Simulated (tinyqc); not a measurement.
Worked calculation (part 2 of 2): coupled-perturbed Hartree-Fock on RHF in the sto-3g basis, for BH3, spin multiplicity 1. Computed by tinyqc, a small Python program that keeps every step (integrals from PySCF). Command: `OMP_NUM_THREADS=1 python tinyqc.py 23238 23239 out.jsonl` (the two numbers bound the seeds that draw the settings). One thread of a shared host (Intel(R) Xeon(R) Processor @ 2.60GHz), about 0.2 s of CPU time with the checks.

Geometry (angstrom):
```
atom          x          y         z
B      0.000000   0.000000  0.032000
H      1.301000   0.000000  0.000000
H     -0.650000   1.127000  0.000000
H     -0.650000  -1.127000  0.000000
```

## Convergence

Stop when the energy changes by less than 1e-10 hartree and every element of the error matrix X^T (F D S - S D F) X is below 3e-06.

Course of the cycle:
```
iteration   E (hartree)     change  largest element of the error matrix
1          -25.75408610          -                             5.28e-01
2          -26.01502345  -2.61e-01                             1.14e-01
3          -26.03656306  -2.15e-02                             2.29e-02
4          -26.03773128  -1.17e-03                             3.87e-03
5          -26.03777577  -4.45e-05                             4.82e-05
6          -26.03777578  -7.38e-09                             1.11e-05
7          -26.03777578  -2.53e-10                             1.19e-07
8          -26.03777578  -2.13e-14                             6.18e-09
```

PySCF RHF in the same basis = -26.03777578 hartree

Converged in 8 iterations.

## Integrals over molecular orbitals

coefficients C, order 1B 1s, 1B 2s, 1B 2px, 1B 2py, 1B 2pz, 2H 1s, 3H 1s, 4H 1s:
$$\begin{pmatrix}
0.991224 & -0.224887 & 0.000000 & 0.000037 & -0.011786 & -0.257806 & -0.000462 & 0.000000 \\
0.034492 & 0.596584 & 0.000000 & -0.000122 & 0.051429 & 1.286887 & 0.002369 & 0.000000 \\
0.000002 & 0.000061 & 0.000000 & 0.501531 & -0.000006 & -0.001778 & 1.110920 & 0.000000 \\
0.000000 & 0.000000 & 0.501484 & 0.000000 & 0.000000 & 0.000000 & 0.000000 & 1.111219 \\
-0.000118 & -0.004202 & 0.000000 & -0.000001 & 0.998702 & -0.056318 & -0.000092 & 0.000000 \\
-0.005697 & 0.277814 & 0.000000 & 0.531047 & -0.019302 & -0.680971 & -0.891116 & 0.000000 \\
-0.005696 & 0.277804 & 0.459842 & -0.265541 & -0.019320 & -0.683382 & 0.443580 & -0.770754 \\
-0.005696 & 0.277804 & -0.459842 & -0.265541 & -0.019320 & -0.683382 & 0.443580 & 0.770754
\end{pmatrix}$$

core Hamiltonian H = T + V (hartree), order 1B 1s, 1B 2s, 1B 2px, 1B 2py, 1B 2pz, 2H 1s, 3H 1s, 4H 1s:
$$\begin{pmatrix}
-13.540950 & -3.515873 & -0.000012 & 0.000000 & 0.001146 & -0.681314 & -0.681296 & -0.681296 \\
-3.515873 & -4.604338 & -0.000112 & 0.000000 & 0.010486 & -1.714710 & -1.714644 & -1.714644 \\
-0.000012 & -0.000112 & -3.860147 & 0.000000 & 0.000002 & -1.608719 & 0.803670 & 0.803670 \\
0.000000 & 0.000000 & 0.000000 & -3.860304 & 0.000000 & 0.000000 & -1.393507 & 1.393507 \\
0.001146 & 0.010486 & 0.000002 & 0.000000 & -3.706614 & 0.041421 & 0.041418 & 0.041418 \\
-0.681314 & -1.714710 & -1.608719 & 0.000000 & 0.041421 & -2.950532 & -0.326843 & -0.326843 \\
-0.681296 & -1.714644 & 0.803670 & -1.393507 & 0.041418 & -0.326843 & -2.950424 & -0.326408 \\
-0.681296 & -1.714644 & 0.803670 & 1.393507 & 0.041418 & -0.326843 & -0.326408 & -2.950424
\end{pmatrix}$$

Given earlier and not repeated: Two-electron integrals (ij|kl) in chemists' order.

(pq|rs) = sum C_ip C_jq C_kr C_ls (ij|kl), one index at a time.

one-electron integrals over orbitals h = C^T H C (hartree):
$$\begin{pmatrix}
-13.525470 & 0.291723 & 0.000000 & -0.000056 & 0.016183 & 0.298972 & 0.000516 & 0.000000 \\
0.291723 & -3.664663 & 0.000000 & -0.000051 & -0.014145 & -0.626096 & -0.001256 & 0.000000 \\
0.000000 & 0.000000 & -3.365920 & 0.000000 & 0.000000 & 0.000000 & 0.000000 & -0.638038 \\
-0.000056 & -0.000051 & 0.000000 & -3.365835 & 0.000008 & 0.001155 & -0.637842 & 0.000000 \\
0.016183 & -0.014145 & 0.000000 & 0.000008 & -3.705284 & 0.030404 & 0.000045 & 0.000000 \\
0.298972 & -0.626096 & 0.000000 & 0.001155 & 0.030404 & -2.915535 & 0.000320 & 0.000000 \\
0.000516 & -0.001256 & 0.000000 & -0.637842 & 0.000045 & 0.000320 & -3.110423 & 0.000000 \\
0.000000 & 0.000000 & -0.638038 & 0.000000 & 0.000000 & 0.000000 & 0.000000 & -3.110365
\end{pmatrix}$$

Two-electron integrals over orbitals (pq|rs), unique and non-zero (hartree):
```
(11|11) 2.887014    (21|11) -0.247084   (21|21) 0.033109    (22|11) 0.589508
(22|21) -0.008173   (22|22) 0.431542    (31|31) 0.006946    (32|31) 0.011653
(32|32) 0.117041    (33|11) 0.520301    (33|21) -0.003291   (33|22) 0.422613
(33|33) 0.473834    (41|11) 0.000041    (41|21) -4.45e-06   (41|22) 0.000005
(41|33) -0.003599   (41|41) 0.006947    (42|11) -0.000012   (42|21) 2.61e-06
(42|22) 0.000029    (42|33) -0.063882   (42|41) 0.011652    (42|42) 0.117025
(43|31) -0.003603   (43|32) -0.063907   (43|43) 0.049876    (44|11) 0.520305
(44|21) -0.003290   (44|22) 0.422630    (44|33) 0.374104    (44|41) 0.003601
(44|42) 0.063898    (44|44) 0.473832    (51|11) -0.012681   (51|21) 0.001590
(51|22) -0.000905   (51|33) -0.000455   (51|41) -3.64e-07   (51|42) -6.90e-08
(51|44) -0.000455   (51|51) 0.021894    (52|11) 0.007604    (52|21) -0.000491
(52|22) -0.000404   (52|33) -0.000553   (52|41) 2.47e-08    (52|42) 1.18e-07
(52|44) -0.000552   (52|51) 0.021101    (52|52) 0.068500    (53|31) 0.000182
(53|32) -0.001571   (53|43) 0.001547    (53|53) 0.016281    (54|11) -3.13e-06
(54|21) 1.52e-07    (54|22) -4.72e-07   (54|33) 0.001546    (54|41) 0.000182
(54|42) -0.001569   (54|44) -0.001546   (54|51) -3.44e-06   (54|52) -0.000008
(54|54) 0.016280    (55|11) 0.741657    (55|21) -0.009522   (55|22) 0.455858
(55|33) 0.419013    (55|41) 1.58e-06    (55|42) -0.000006   (55|44) 0.419013
(55|51) 0.001668    (55|52) 0.009395    (55|54) -2.81e-06   (55|55) 0.586846
(61|11) -0.271683   (61|21) 0.037203    (61|22) -0.008396   (61|33) -0.003166
(61|41) -0.000026   (61|42) -0.000029   (61|44) -0.003182   (61|51) 0.000790
(61|52) -0.001441   (61|54) -2.83e-07   (61|55) -0.008119   (61|61) 0.041940
(62|11) 0.221348    (62|21) -0.008996   (62|22) 0.046320    (62|33) 0.021337
(62|41) -0.000011   (62|42) 3.37e-07    (62|44) 0.021431    (62|51) -0.001402
(62|52) -0.000169   (62|54) -4.48e-06   (62|55) 0.112901    (62|61) -0.009141
(62|62) 0.073029    (63|31) 0.003392    (63|32) -0.044475   (63|43) 0.042634
(63|53) 0.001787    (63|63) 0.062541    (64|11) -0.000377   (64|21) 0.000010
(64|22) -0.000092   (64|33) 0.042488    (64|41) 0.003405    (64|42) -0.044273
(64|44) -0.042586   (64|51) 2.02e-07    (64|52) -0.000007   (64|54) 0.001781
(64|55) -0.000189   (64|61) -4.26e-07   (64|62) -0.000215   (64|64) 0.062303
(65|11) -0.007247   (65|21) -0.000144   (65|22) -0.003236   (65|33) -0.001307
(65|41) -1.14e-06   (65|42) -0.000009   (65|44) -0.001317   (65|51) 0.022733
(65|52) 0.063406    (65|54) -0.000037   (65|55) -0.000184   (65|61) -0.001229
(65|62) -0.005976   (65|64) 0.000009    (65|65) 0.063894    (66|11) 0.596209
(66|21) -0.010701   (66|22) 0.424108    (66|33) 0.421152    (66|41) -0.000039
(66|42) -0.000377   (66|44) 0.420726    (66|51) -0.002846   (66|52) -0.005837
(66|54) 0.000008    (66|55) 0.444706    (66|61) -0.010687   (66|62) 0.027895
(66|64) 0.000132    (66|65) -0.007391   (66|66) 0.438040    (71|11) -0.000485
(71|21) 0.000068    (71|22) -0.000008   (71|33) -0.005075   (71|41) 0.012318
(71|42) 0.018375    (71|44) 0.005065    (71|51) 1.51e-06    (71|52) -2.40e-06
(71|54) 0.000345    (71|55) -0.000014   (71|61) 0.000039    (71|62) -0.000038
(71|64) 0.006006    (71|65) -3.89e-06   (71|66) -0.000086   (71|71) 0.021994
(72|11) 0.000427    (72|21) -0.000016   (72|22) 0.000102    (72|33) 0.022783
(72|41) 0.007945    (72|42) -0.000573   (72|44) -0.022686   (72|51) -2.37e-06
(72|52) 3.39e-07    (72|54) 0.002094    (72|55) 0.000218    (72|61) -0.000039
(72|62) 0.000050    (72|64) 0.046245    (72|65) -0.000010   (72|66) 0.000091
(72|71) 0.013359    (72|72) 0.048906    (73|31) 0.002550    (73|32) 0.047620
(73|43) -0.023744   (73|53) -0.001226   (73|63) -0.031523   (73|73) 0.033736
(74|11) 0.207600    (74|21) -0.005069   (74|22) 0.050221    (74|33) 0.052664
(74|41) -0.002539   (74|42) -0.047793   (74|44) 0.004872    (74|51) -0.000024
(74|52) 0.003582    (74|54) 0.001230    (74|55) 0.103304    (74|61) -0.004863
(74|62) 0.070666    (74|64) 0.031482    (74|65) -0.002051   (74|66) 0.027549
(74|71) -0.004408   (74|72) 0.010496    (74|74) 0.106704    (75|11) -0.000011
(75|21) -2.04e-07   (75|22) -4.23e-06   (75|33) -0.002391   (75|41) 0.000639
(75|42) 0.004710    (75|44) 0.002387    (75|51) 0.000041    (75|52) 0.000115
(75|54) 0.016143    (75|55) 1.02e-06    (75|61) -3.99e-06   (75|62) -0.000011
(75|64) -0.002068   (75|65) 0.000078    (75|66) -0.000028   (75|71) 0.001081
(75|72) 0.000553    (75|74) -0.001979   (75|75) 0.020810    (76|11) -0.000092
(76|21) -2.38e-06   (76|22) -4.93e-06   (76|33) -0.058592   (76|41) 0.012199
(76|42) 0.106720    (76|44) 0.058553    (76|51) -4.28e-06   (76|52) -0.000012
(76|54) -0.002057   (76|55) -0.000032   (76|61) -0.000038   (76|62) -0.000021
(76|64) -0.047066   (76|65) -0.000019   (76|66) -0.000401   (76|71) 0.020008
(76|72) -0.005735   (76|74) -0.050416   (76|75) 0.004123    (76|76) 0.109951
(77|11) 0.668448    (77|21) -0.009169   (77|22) 0.445507    (77|33) 0.404783
(77|41) -0.000529   (77|42) 0.030032    (77|44) 0.472777    (77|51) -0.000383
(77|52) 0.001676    (77|54) -0.001429   (77|55) 0.470264    (77|61) -0.008747
(77|62) 0.050469    (77|64) -0.037614   (77|65) -0.001279   (77|66) 0.448359
(77|71) -0.001627   (77|72) -0.029052   (77|74) 0.046520    (77|75) 0.000996
(77|76) 0.030726    (77|77) 0.514810    (81|31) 0.012320    (81|32) 0.018381
(81|43) -0.005077   (81|53) 0.000344    (81|63) 0.005985    (81|73) 0.004419
(81|81) 0.022003    (82|31) 0.007946    (82|32) -0.000561   (82|43) 0.022717
(82|53) 0.002094    (82|63) 0.046272    (82|73) -0.010199   (82|81) 0.013363
(82|82) 0.048899    (83|11) 0.207637    (83|21) -0.005069   (83|22) 0.050261
(83|33) 0.004980    (83|41) 0.002542    (83|42) 0.047670    (83|44) 0.052603
(83|51) -0.000024   (83|52) 0.003583    (83|54) -0.001229   (83|55) 0.103322
(83|61) -0.004879   (83|62) 0.070704    (83|64) -0.031642   (83|65) -0.002059
(83|66) 0.027200    (83|71) 0.004395    (83|72) -0.010158   (83|74) 0.041694
(83|75) 0.001968    (83|76) 0.050201    (83|77) 0.069221    (83|83) 0.106569
(84|31) 0.002541    (84|32) 0.047685    (84|43) -0.023816   (84|53) -0.001229
(84|63) -0.031633   (84|73) 0.030926    (84|81) 0.004403    (84|82) -0.010290
(84|84) 0.033843    (85|31) 0.000639    (85|32) 0.004712    (85|43) -0.002392
(85|53) 0.016145    (85|63) -0.002078   (85|73) 0.001969    (85|81) 0.001082
(85|82) 0.000553    (85|84) 0.001972    (85|85) 0.020813    (86|31) 0.012198
(86|32) 0.106846    (86|43) -0.058718   (86|53) -0.002065   (86|63) -0.047418
(86|73) 0.050229    (86|81) 0.020008    (86|82) -0.005839   (86|84) 0.050304
(86|85) 0.004129    (86|86) 0.110197    (87|31) 0.000595    (87|32) -0.029455
(87|43) 0.033679    (87|53) 0.001418    (87|63) 0.037293    (87|73) -0.010964
(87|81) 0.001717    (87|82) 0.029110    (87|84) -0.011033   (87|85) -0.000976
(87|86) -0.030307   (87|87) 0.034344    (88|11) 0.668535    (88|21) -0.009173
(88|22) 0.445524    (88|33) 0.472587    (88|41) 0.000575    (88|42) -0.029645
(88|44) 0.405013    (88|51) -0.000383   (88|52) 0.001676    (88|54) 0.001420
(88|55) 0.470291    (88|61) -0.008757   (88|62) 0.050364    (88|64) 0.037237
(88|65) -0.001274   (88|66) 0.448611    (88|71) 0.001668    (88|72) 0.029233
(88|74) 0.069091    (88|75) -0.000985   (88|76) -0.030419   (88|77) 0.445588
(88|83) 0.046795    (88|88) 0.514644
```

## Response to a field: uncoupled start

orbital energies (hartree): MO1 -7.425231, MO2 -0.630793, MO3 -0.431912, MO4 -0.431773, MO5 0.242844, MO6 0.569044, MO7 0.661269, MO8 0.661636

dipole integrals <a|z|i> (bohr), order a5, a6, a7, a8:
$$\begin{pmatrix}
0.120826 & 0.814088 & 0.000000 & -0.000123 \\
-0.005866 & -0.006418 & 0.000000 & -0.000060 \\
-0.000009 & 0.000003 & 0.000000 & 0.036348 \\
0.000000 & 0.000000 & 0.036356 & 0.000000
\end{pmatrix}$$

Field along z; U_ai = -mu_ai / (e_a - e_i), alpha = -4 sum U_ai mu_ai.

uncoupled U, order a5, a6, a7, a8:
$$\begin{pmatrix}
-0.015757 & -0.931837 & 0.000000 & 0.000182 \\
0.000734 & 0.005349 & 0.000000 & 0.000060 \\
0.000001 & -0.000003 & 0.000000 & -0.033254 \\
0.000000 & 0.000000 & -0.033246 & 0.000000
\end{pmatrix}$$

uncoupled polarisability = 3.051829 bohr^3

## Coupled step 1

U_ai = -(mu_ai + sum_bj [4 (ai|bj) - (ab|ij) - (aj|bi)] U_bj) / (e_a - e_i); alpha = -4 sum U_ai mu_ai.

U after step 1, order a5, a6, a7, a8:
$$\begin{pmatrix}
-0.008304 & -1.197002 & 0.000000 & 0.000256 \\
0.000002 & 0.015528 & 0.000000 & 0.000051 \\
0.000000 & 0.000012 & 0.000000 & -0.029003 \\
0.000000 & 0.000000 & -0.028996 & 0.000000
\end{pmatrix}$$

polarisability = 3.910703 bohr^3

## Coupled step 2

As before.

U after step 2, order a5, a6, a7, a8:
$$\begin{pmatrix}
-0.005121 & -1.273720 & 0.000000 & 0.000289 \\
-0.000128 & 0.016966 & 0.000000 & 0.000049 \\
0.000000 & 0.000014 & 0.000000 & -0.028206 \\
0.000000 & 0.000000 & -0.028199 & 0.000000
\end{pmatrix}$$

polarisability = 4.158788 bohr^3

## Coupled polarisability

Repeat until U stops changing; compare with -d2E/dF2.

Course of the coupled iterations:
```
step  alpha (bohr^3)
0           3.051829
1           3.910703
2           4.158788
3           4.230708
4           4.251602
5           4.257676
6           4.259442
7           4.259955
8           4.260105
9           4.260148
10          4.260161
11          4.260164
12          4.260166
13          4.260166
14          4.260166
15          4.260166
16          4.260166
```

coupled polarisability = 4.260166 bohr^3

finite-field check, fields of +/-0.001 au = 4.260161 bohr^3
